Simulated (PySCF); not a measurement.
## Stretching BH

Set-up: B cc-pVTZ, H cc-pVTZ; no relativity (PySCF 2.14). Energies in eV from B + H in their ground configurations at the same level. State: ¹Σ⁺ (singlet), closed shell.

All columns are M06. A positive dipole means B(−)H(+).

```json
{"R (Å)": "1.068", "E (eV)": "-3.364", "μ (D)": "1.89", "Mulliken charge on B (basis-dependent)": "-0.13", "HOMO (eV)": "-6.49", "LUMO (eV)": "-2.10", "Mayer bond order": "0.85", "⟨S²⟩": "0.00"}
{"R (Å)": "1.118", "E (eV)": "-3.549", "μ (D)": "1.77", "Mulliken charge on B (basis-dependent)": "-0.11", "HOMO (eV)": "-6.55", "LUMO (eV)": "-2.10", "Mayer bond order": "0.87", "⟨S²⟩": "0.00"}
{"R (Å)": "1.167", "E (eV)": "-3.652", "μ (D)": "1.64", "Mulliken charge on B (basis-dependent)": "-0.09", "HOMO (eV)": "-6.60", "LUMO (eV)": "-2.11", "Mayer bond order": "0.88", "⟨S²⟩": "0.00"}
{"R (Å)": "1.205", "E (eV)": "-3.686", "μ (D)": "1.54", "Mulliken charge on B (basis-dependent)": "-0.08", "HOMO (eV)": "-6.64", "LUMO (eV)": "-2.12", "Mayer bond order": "0.89", "⟨S²⟩": "0.00"}
{"R (Å)": "1.242", "E (eV)": "-3.690", "μ (D)": "1.43", "Mulliken charge on B (basis-dependent)": "-0.06", "HOMO (eV)": "-6.68", "LUMO (eV)": "-2.13", "Mayer bond order": "0.90", "⟨S²⟩": "0.00"}
{"R (Å)": "1.279", "E (eV)": "-3.670", "μ (D)": "1.32", "Mulliken charge on B (basis-dependent)": "-0.04", "HOMO (eV)": "-6.72", "LUMO (eV)": "-2.15", "Mayer bond order": "0.90", "⟨S²⟩": "0.00"}
{"R (Å)": "1.329", "E (eV)": "-3.612", "μ (D)": "1.17", "Mulliken charge on B (basis-dependent)": "-0.02", "HOMO (eV)": "-6.77", "LUMO (eV)": "-2.19", "Mayer bond order": "0.91", "⟨S²⟩": "0.00"}
{"R (Å)": "1.391", "E (eV)": "-3.502", "μ (D)": "0.96", "Mulliken charge on B (basis-dependent)": "0.01", "HOMO (eV)": "-6.83", "LUMO (eV)": "-2.24", "Mayer bond order": "0.91", "⟨S²⟩": "0.00"}
{"R (Å)": "1.466", "E (eV)": "-3.333", "μ (D)": "0.71", "Mulliken charge on B (basis-dependent)": "0.04", "HOMO (eV)": "-6.89", "LUMO (eV)": "-2.30", "Mayer bond order": "0.92", "⟨S²⟩": "0.00"}
{"R (Å)": "1.565", "E (eV)": "-3.068", "μ (D)": "0.39", "Mulliken charge on B (basis-dependent)": "0.06", "HOMO (eV)": "-6.94", "LUMO (eV)": "-2.36", "Mayer bond order": "0.92", "⟨S²⟩": "0.00"}
```

A fit through these points gives, at Re = 1.229 Å, μ = 1.47 D and dμ/dR = -2.85 D/Å; the reduced mass is 0.9233 u.

Problem. How strong is the fundamental in the double-harmonic approximation, I = 42.26·(dμ/dR)²/μred km/mol?

Solution. I = 42.26·(-2.85)²/0.9233 = 372 km/mol at M06.
